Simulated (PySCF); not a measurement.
# Atomic charges against the basis set

Compound: hexane, C₆H₁₄.
Bonds: C1–C2, C2–C3, C3–C4, C4–C5, C5–C6. Hydrogens: H7, H8, H9 on C1; H10, H11 on C2; H12, H13 on C3; H14, H15 on C4; H16, H17 on C5; H18, H19, H20 on C6.

PBE0 throughout (PySCF), one geometry, spherical d and f functions. Isolated species at its PBE0-D3(BJ)/def2-SVP geometry (one conformer only). Atoms taken as equivalent share a column and are averaged.

Mulliken charges (e):

```
        basis  functions   C1/C6   C2/C5   C3/C4  H7 (×6)  H10/H11/H16/H17  H12/H13/H14/H15
       STO-3G         44  -0.231  -0.138  -0.139   +0.075           +0.072           +0.069
        6-31G         82  -0.491  -0.312  -0.300   +0.161           +0.157           +0.153
     pcSseg-0         82  -0.627  -0.515  -0.460   +0.226           +0.234           +0.228
       6-31G*        112  -0.524  -0.316  -0.310   +0.170           +0.162           +0.158
     def2-SVP        154  -0.064  -0.093  -0.074   +0.038           +0.032           +0.026
      cc-pVDZ        154  -0.072  -0.103  -0.071   +0.040           +0.033           +0.029
6-311+G(2d,p)        246  -0.711  -0.087  -0.155   +0.144           +0.129           +0.132
  aug-cc-pVDZ        264  +0.456  +0.703  +0.480   -0.134           -0.285           -0.335
    def2-TZVP        270  -0.357  -0.164  -0.203   +0.117           +0.094           +0.091
```

IAO charges (e):

```tsv
basis	functions	C1/C6	C2/C5	C3/C4	H7 (×6)	H10/H11/H16/H17	H12/H13/H14/H15
STO-3G	44	-0.391	-0.253	-0.249	+0.131	+0.127	+0.124
6-31G	82	-0.428	-0.252	-0.253	+0.140	+0.130	+0.126
pcSseg-0	82	-0.420	-0.260	-0.258	+0.139	+0.132	+0.128
6-31G*	112	-0.408	-0.239	-0.240	+0.134	+0.124	+0.119
def2-SVP	154	-0.397	-0.233	-0.235	+0.130	+0.121	+0.117
cc-pVDZ	154	-0.407	-0.238	-0.240	+0.133	+0.123	+0.119
6-311+G(2d,p)	246	-0.420	-0.246	-0.248	+0.138	+0.127	+0.123
aug-cc-pVDZ	264	-0.418	-0.244	-0.246	+0.137	+0.127	+0.122
def2-TZVP	270	-0.420	-0.246	-0.248	+0.138	+0.127	+0.123
```

Which scheme is steadiest as the basis changes?

Largest range over the bases for any column: IAO 0.04 e, Mulliken 1.22 e. IAO charges move least and Mulliken charges most, counted in e. Without the minimal STO-3G basis the ranges are IAO 0.03, Mulliken 1.22 e.

How much do the charges still move between the two largest bases, aug-cc-pVDZ and def2-TZVP?

At most, over all atoms: Mulliken 0.868 e, IAO 0.002 e.

What do the same runs give for the total energy and the frontier levels?

```tsv
basis	energy (Eh)	HOMO (eV)	LUMO (eV)
STO-3G	-234.0095	-7.54	9.71
6-31G	-236.7244	-8.65	2.83
pcSseg-0	-236.2490	-8.88	2.29
6-31G*	-236.7770	-8.61	2.85
def2-SVP	-236.6145	-8.79	1.88
cc-pVDZ	-236.7906	-8.69	1.99
6-311+G(2d,p)	-236.8466	-8.78	0.48
aug-cc-pVDZ	-236.8033	-8.75	0.01
def2-TZVP	-236.8627	-8.76	1.20
```
